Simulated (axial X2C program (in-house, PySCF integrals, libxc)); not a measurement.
## Ionising CF

Calculated with an axial X2C code built on PySCF integrals, spin-free (one-electron X2C) or two-component (2c: spin–orbit coupling with atomic mean-field Coulomb and Gaunt terms, which also bring small scalar terms), in Dyall basis sets with cores contracted in-house; open shells are unrestricted.

Basis sets: C dyall-v3z, F dyall-av3z. Frozen shells (counts by l): CF F 1s, C 1s, 11 electrons correlated; CF⁺ F 1s, C 1s, 10 electrons correlated. Where the outer core of a metal is frozen, bonds come out longer and ionisation energies lower.

| Hamiltonian | level | CF state | Re (Å) | ωe (cm⁻¹) | De (eV) |
| --- | --- | --- | --- | --- | --- |
| spin-free | HF | M_S = 1/2, Λ = 1 | 1.254 | 1408.9 | 3.40 |
| spin-free | PBE0 | M_S = 1/2, Λ = 1 | 1.268 | 1334.6 | 5.74 |
| spin-free | MP2 | M_S = 1/2, Λ = 1 | 1.276 | 1312.6 | 5.82 |
| 2c | HF | Ω = 1/2 | 1.253 | 1409.1 | 3.40 |
| 2c | PBE0 | Ω = 1/2 | 1.268 | 1334.8 | 5.75 |
| 2c | MP2 | Ω = 1/2 | 1.276 | 1312.8 | 5.82 |

Adiabatic ionisation energy (minimum to minimum, no zero-point term) and constants of CF⁺:

```csv
Hamiltonian,level,CF⁺ state,IE (eV),Re (Å),ωe (cm⁻¹),De (eV),fragments
spin-free,HF,"M_S = 0, Λ = 0",8.75,1.132,1972.7,5.45,F + C+
spin-free,PBE0,"M_S = 0, Λ = 0",9.28,1.153,1814.8,7.97,F + C+
spin-free,MP2,"M_S = 0, Λ = 0",8.98,1.158,1806.5,8.08,F + C+
2c,HF,Ω = 0,8.76,1.132,1972.7,5.40,F + C+
2c,PBE0,Ω = 0,9.28,1.153,1814.9,7.98,F + C+
2c,MP2,Ω = 0,8.98,1.158,1806.4,8.07,F + C+
```

Add the zero-point terms to the ionisation energy at MP2, 2c, and say whether the electron removed was bonding.

IE0 = IE + (ωe⁺ − ωe)/2 = 8.98 + (0.031) = 9.01 eV. Re changes by -0.118 Å, so the bond shortens, as on loss of an antibonding or a polarising non-bonding electron.

Close the cycle De(CF⁺) + IE(CF) = De(CF) + IE(C) to find the atomic ionisation energy at MP2, 2c.

IE(C) = 8.07 + 8.98 − 5.82 = 11.23 eV, for the determinants used.

Each entry is the lowest single determinant of a limited PBE0 search at one distance. De goes to single-determinant-based atoms at the same level (for ions the charge split of lowest energy) and is withheld (n/a) where an atom does not fit its ground term or J level. Main or longest-lived isotopes. Some light 2c atoms are not at their ground J level, so De misses part of their lowering (0.04 eV or less). The functionals have no current term, which raises determinants with orbital currents.
